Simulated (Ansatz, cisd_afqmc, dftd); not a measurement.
System: SiF$_{4}$, charge 0, singlet. SiF4 (tetrafluorosilane, SMILES F[Si](F)(F)F).
B3LYP-D3(BJ)/def2-TZVP minimum from Ansatz (a program for electronic structure):
```
Si
F 1 1.5673
F 1 1.5673 2 109.47
F 1 1.5673 2 109.47 3 -120.00
F 1 1.5673 2 109.47 4 -120.00
```
Charge 0, spin multiplicity 1.

Quantity: atomisation energy (electronic, to ground-state atoms), in kcal/mol. UHF or UKS for unpaired electrons; spin-orbit terms are left out. Correlated methods leave the cores frozen. Rows without X2C or -DK are non-relativistic. AFQMC/CISD: phaseless, guided by CISD from CCSD amplitudes; bars are statistical, one sigma. Outlying blocks are dropped, and bars are widened where a walk drifts. Over all cases where full CI ran beside it in this data, AFQMC minus full CI had a median of +0.1 mEh and passed +0.4 mEh in a tenth of the cases. CBS(X,Y): correlation extrapolated as X^-3, Hartree-Fock from the larger set (Q,5: extrapolated as (X+1)exp(-9√X)). A bracket is a step between two methods taken in the basis named. The functionals are non-relativistic, so their misses hold any scalar relativity. 'core' is core correlation in cc-pwCVTZ (1s frozen past Ne), 'X2C' scalar relativity in cc-pVTZ-DK, both at CCSD(T).

```
level                                                                                               program  atomisation energy (kcal/mol)  difference against the last row
--------------------------------------------------------------------------------------  -------------------  -----------------------------  -------------------------------
HF/cc-pV(D+d)Z                                                                                       Ansatz                          383.3                           -193.2
PBE-D3(BJ)/def2-TZVPD                                                                        Ansatz + dftd3                          570.6                             -5.9
r2SCAN-D3(BJ)/def2-TZVPD                                                                     Ansatz + dftd3                          567.9                             -8.6
wB97M-V/def2-TZVPD                                                                                   Ansatz                          565.7                            -10.8
MP2/cc-pV(T+d)Z                                                                                      Ansatz                          586.5                             10.0
MP2/cc-pV(Q+d)Z                                                                                      Ansatz                          601.1                             24.6
MP2/CBS(cc-pV(Q+d)Z,cc-pV(5+d)Z)                                                                     Ansatz                          609.1                             32.6
CCSDT(Q)/cc-pV(D+d)Z                                                                                 Ansatz                          496.2                            -80.3
CCSD(T)/CBS(cc-pV(Q+d)Z,cc-pV(5+d)Z) + [AFQMC/CISD - CCSD(T)]/cc-pV(T+d)Z + core + X2C  Ansatz + cisd_afqmc                    576.2 ± 0.3                             -0.3
CCSD(T)/CBS(cc-pV(Q+d)Z,cc-pV(5+d)Z) + [CCSDT(Q) - CCSD(T)]/cc-pV(D+d)Z + core + X2C                 Ansatz                          576.5                              0.0
```
